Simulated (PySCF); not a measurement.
Structure problem from calculated spectra and properties.

Elements present: C, H and O. Monoisotopic mass: 86.0004 u.

- Triplet: lowest triplet excitation (Tamm–Dancoff): 4.34 eV [TDA wB97X-D/def2-SVPD]
- Polarisability: 42.4 au [wB97X-D/def2-SVPD]
- UV, strongest line: among the 10 lowest singlet transitions: S4 at 7.27 eV (171 nm, f = 0.174) [TDDFT wB97X-D/def2-SVPD]
- Dipole: 4.72 D [wB97X-D/def2-SVPD]
- NMR, other nuclei: isotropic shieldings of nuclei other than C and H, by class: 41 (1 O), 107 (2 O) ppm [GIAO PBE0/pcSseg-1]
- UV, first state: lowest singlet excitation: 6.84 eV (181 nm, f = 0.141) [TDDFT wB97X-D/def2-SVPD]
- 1H NMR: chemical shifts (computed TMS as zero) by class: 6.99 (2 H) ppm [GIAO PBE0/pcSseg-1]
- Couplings: largest of the computed one-bond spin–spin couplings (means over like bonds): 13C–1H +226.1 (×2), 13C–13C +86.9, 17O–13C +29.5 (×2), 17O–13C +27.1 (×2), 17O–13C +20.9 Hz [B3LYP/pcJ-1]
- 13C NMR: chemical shifts (computed TMS as zero) by class: 154.8 (1 C), 136.0 (2 C) ppm [GIAO PBE0/pcSseg-1]
- Rotational structure: rotational constants A, B, C: 9.498, 4.220, 2.922 GHz [PBE0-D3(BJ)/def2-SVP]

The electronic properties come from PySCF, for the isolated species, density fitting. Levels stand in brackets. Isolated species at its PBE0-D3(BJ)/def2-SVP geometry, gas phase. NMR classes are plain means over equivalent atoms (diastereotopic ones count apart unless rotation or inversion swaps them), as if these changed places fast.

Problem. Which formula fits the mass and the elements?

Solution. C3H2O3 (calculated 86.0004). No other formula that holds each of these elements comes within 0.0003 u with a fitting electron parity and a possible valence count.

Problem. What is the compound? Reason from the data.

Solution. Numbering: `[O:1]=[c:2]1[o:3][cH:4][cH:5][o:6]1`. Its formula, C3H2O3, gives 3 degrees of unsaturation: 1 ring and 2 π bonds in the structure found (Kekulé form). 3 carbons fall into 2 classes; from least to most shielded: ring carbonyl carbon [C2] (154.8 ppm), unsaturated ring CH carbon [C4/C5] (136.0 ppm, 2 C). All hydrogens form one class (6.99 ppm): hydrogen on carbon. The other shieldings belong to: 41 ppm, carbonyl oxygen [O1]; 107 ppm, ring oxygen [O3/O6]. The couplings run between: +226.1 Hz, unsaturated ring CH carbon [C4] and its hydrogen (with 1 like pair); +86.9 Hz, unsaturated ring CH carbon [C4] and unsaturated ring CH carbon [C5]; +29.5 Hz, ring oxygen [O3] and ring carbonyl carbon [C2] (with 1 like pair); +27.1 Hz, ring oxygen [O3] and unsaturated ring CH carbon [C4] (with 1 like pair); +20.9 Hz, carbonyl oxygen [O1] and ring carbonyl carbon [C2]. The optimised geometry has point group C2v and is an asymmetric top. Structure: `O=c1occo1` (vinylene carbonate). Computed isomers that give other values at the same levels: `O=C=COC=O` (rotational constant A: 7.965 GHz; this holds for the one conformer computed). The assignments are read from this structure; whether some other isomer fits the data as well wasn't checked.
